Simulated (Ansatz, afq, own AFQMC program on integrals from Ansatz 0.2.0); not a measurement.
**BGeH2, quartet: AFQMC among the cluster methods**

```yaml
atoms:
  - { symbol: Ge, position_ang: [0.0000, 0.0000, 0.5284] }
  - { symbol: B, position_ang: [0.0000, 0.0000, -3.8146] }
  - { symbol: H, position_ang: [0.0000, 1.2593, 1.4175] }
  - { symbol: H, position_ang: [0.0000, -1.2593, 1.4175] }
```

Connectivity, by distances: GeH2 ··· B.

Basis cc-pVDZ. Noble-gas cores (and the filled d shells of Ga–Kr and In–Xe) are frozen. Ansatz 0.2.0 and our own AFQMC program on the same integrals; the CISD trial comes from CCSD amplitudes, and released means the phaseless constraint is let go. Error bars are statistical, one sigma. No spin–orbit coupling.

Determinant: UHF, the one that the program's search chose, which needn't be the lowest solution. The geometry is a point of a scan.

No full CI on the walks' own integrals is used here; CCSDT(Q) serves as the reference and is uncertain by about the last step of the cluster series.

Cautions: no relativity below Rb; no spin-orbit coupling; inner d shell frozen; lower spins were not checked.

The T1 diagnostic is 0.0133, the weight of the determinant in the CISD state is 0.881 and the ⟨S²⟩ of the determinant is 3.763. The size of the correlated space is 9 electrons in 36 orbitals.

| level | correlation energy (eV) |
| --- | --- |
| MP2 | -2.8959 |
| CCSD | -4.0653 |
| CCSD(T) | -4.1365 |

Task: Estimate where phaseless AFQMC with a CISD trial lies against CCSD(T) on the same integrals.

Result: 1.8 ± 0.7 kJ/mol below CCSD(T).

Reference: CCSDT(Q), correlation energy -4.163 eV. The released energy is read at 2.40 1/Eh (meV from the phaseless value at times in 1/Eh: -6 ± 9 at 0.24, 5 ± 7 at 0.51, -7 ± 7 at 0.99, -7 ± 7 at 1.62, -7 ± 10 at 2.40).

```json
{"level": "CCSD(T)", "E − E(reference) (kJ/mol)": "2.5", "share of correlation (%)": "99.37"}
{"level": "CCSDT", "E − E(reference) (kJ/mol)": "0.1", "share of correlation (%)": "99.98"}
{"level": "ph-AFQMC/CISD", "E − E(reference) (kJ/mol)": "0.7 ± 0.7", "share of correlation (%)": "99.82"}
{"level": "released AFQMC", "E − E(reference) (kJ/mol)": "0.0 ± 1.0", "share of correlation (%)": "99.99"}
```

A walk keeps the symmetry of its determinant, which the program's search chose and which needn't be the lowest solution, so a lower state of the same spin and another symmetry isn't excluded. Released energies are given only where the last usable release times agree within the noise; a slower fall can still hide under it.
